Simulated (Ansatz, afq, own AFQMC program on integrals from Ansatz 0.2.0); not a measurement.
HO, doublet: AFQMC among the cluster methods

```xyz
2

O     0.0000    0.0000    0.0000
H     0.0000    0.0000    2.5850
```

Basis cc-pVDZ. Noble-gas cores (and the filled d shells of Ga–Kr and In–Xe) are frozen. AFQMC by an in-house program on the Cholesky factors that Ansatz 0.2.0 writes for its CCSD(T) run. The CISD trial takes its coefficients from CCSD amplitudes. Released means that phaseless walkers are propagated on without the constraint, phases kept. Uncertainties: one standard error, sampling alone.

Determinant: UHF, the one that the program's search chose, which needn't be the lowest solution. The geometry is a point of a scan.

Full CI on the same integrals is exact in this basis and with this determinant's frozen core.

Cautions: unrestricted determinant spin contaminated (⟨S²⟩ 1.74 against 0.75); the next higher spin lies close (full CI puts it 66 meV above).

```
T1 diagnostic                               : 0.0066
weight of the determinant in the CISD state : 0.969
⟨S²⟩ of the determinant                     : 1.742
size of the correlated space                : 7 electrons in 18 orbitals
```

```json
{"level": "MP2", "correlation energy (eV)": "-2.7883"}
{"level": "CCSD", "correlation energy (eV)": "-3.2040"}
{"level": "CCSD(T)", "correlation energy (eV)": "-3.2268"}
```

Task: Estimate where AFQMC with the constraint released lies against CCSD(T) on the same integrals.

Result: 0.96 ± 0.03 kcal/mol below CCSD(T).

Reference: full CI, correlation energy -3.266 eV. The released energy is read at 2.40 1/Eh (meV from the phaseless value at times in 1/Eh: -2.0 ± 1.2 at 0.24, -1.7 ± 1.0 at 0.51, -3.1 ± 1.0 at 0.99, -2.7 ± 0.9 at 1.62, -3.9 ± 1.2 at 2.40). The cautions show a poor starting determinant, so the rows tell how each method copes with it here, and full CI is the sure value.

```csv
level,E − E(reference) (kcal/mol),share of correlation (%)
CCSD(T),0.90,98.81
CCSDT,0.17,99.77
CCSDT(Q),0.03,99.97
CCSDTQ,0.01,99.98
ph-AFQMC/HF,0.48 ± 0.28,99.36
ph-AFQMC/CISD,0.03 ± 0.04,99.96
released AFQMC,-0.06 ± 0.03,100.08
```

CCSDT and higher add their correlation energy to the determinant of the CCSD(T) run, since their own runs factorise the integrals more tightly (a shift of under 2 meV). A walk keeps the symmetry of its determinant, which the program's search chose and which needn't be the lowest solution, so a lower state of the same spin and another symmetry isn't excluded. Released energies are given only where the last usable release times agree within the noise; a slower fall can still hide under it.
